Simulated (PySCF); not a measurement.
# BH⁺: frontier orbitals

r²SCAN0 at R = 1.210 Å; basis B 3-21G, H 3-21G; no relativity; PySCF 2.14. State: ²Σ⁺ (doublet), unpaired electrons σ ↑. Only the outer orbitals are listed, counted within each symmetry.

```
spin  orbital  occ.  ε (eV)  on B (%)         main shells (%)
   α       2σ     1  -23.72        65          59 B s, 35 H s
   α       3σ     1  -18.43        86  56 B p, 30 B s, 14 H s
   α       1π     0  -11.57       100                 100 B p
   α       1π     0  -11.57       100                 100 B p
   α       4σ     0   -2.78        41  59 H s, 29 B p, 12 B s
   β       2σ     1  -22.84        70  54 B s, 30 H s, 15 B p
   β       3σ     0  -11.53        82  49 B s, 33 B p, 18 H s
   β       1π     0  -10.37       100                 100 B p
   β       1π     0  -10.37       100                 100 B p
```

Problem. Which are the highest filled and the lowest empty level, where do they sit, and how wide is the gap?

Solution. Highest filled α 3σ at -18.43 eV (in %: 56 B p, 30 B s, 14 H s); lowest empty α 1π at -11.57 eV (in %: 100 B p); the gap at r²SCAN0 is 6.86 eV.

```
bond order (Mayer)                                                                                                : 0.91
⟨S²⟩                                                                                                              : 0.753
charge on B (Mulliken, basis-dependent)                                                                           : 0.79
charge on B (Löwdin, basis-dependent)                                                                             : 0.86
dipole moment (positive dipole points towards H; it is taken about the centre of mass and depends on that origin) : 0.32 D
```

3-21G is very small, so such numbers show the basis as much as the molecule. The state is the lowest determinant that a PBE0 search found; another state may lie lower at other levels.
